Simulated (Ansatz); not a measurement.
`C=C(C)C(N)=O`, relaxed with RKS PBE-D4/def2-SVP in Ansatz 0.2.0 from a rough embedded geometry. The force threshold is 0.03 eV/Å; the program also tests the step.

Total charge 0; spin multiplicity 1.

Start:

```xyz
13

C    -1.142    0.168   -0.997
C    -0.357    0.156    0.072
C    -0.861    0.254    1.476
C     1.136    0.120   -0.044
N     1.616   -0.683   -1.025
O     1.868    0.757    0.684
H    -2.214    0.240   -0.904
H    -0.757    0.142   -2.003
H    -1.925    0.473    1.500
H    -0.676   -0.680    2.005
H    -0.310    1.037    1.994
H     1.012   -1.239   -1.602
H     2.611   -0.744   -1.157
```

**Question.** How much energy does the relaxation release, and in how many steps? (Best estimate.)

**Answer.** The calculation gave: 10.80 kJ/mol, in 7 steps.

**Question.** Which bonds change most? (An estimate is asked.)

**Answer.** Ansatz gave: C1–C2 from 1.326 to 1.351 Å; C1–H7 from 1.078 to 1.102 Å; C1–H8 from 1.077 to 1.101 Å; C3–H10 from 1.090 to 1.111 Å.

**Question.** Give the relaxed structure. (An estimate is asked.)

**Answer.** The calculation gave: 
```xyz
13

C    -1.159    0.142   -1.007
C    -0.365    0.131    0.086
C    -0.872    0.289    1.490
C     1.143    0.058   -0.027
N     1.634   -0.609   -1.122
O     1.875    0.587    0.809
H    -2.252    0.245   -0.917
H    -0.747    0.092   -2.027
H    -1.964    0.465    1.516
H    -0.640   -0.610    2.100
H    -0.343    1.132    1.978
H     1.042   -1.220   -1.682
H     2.648   -0.701   -1.196
```
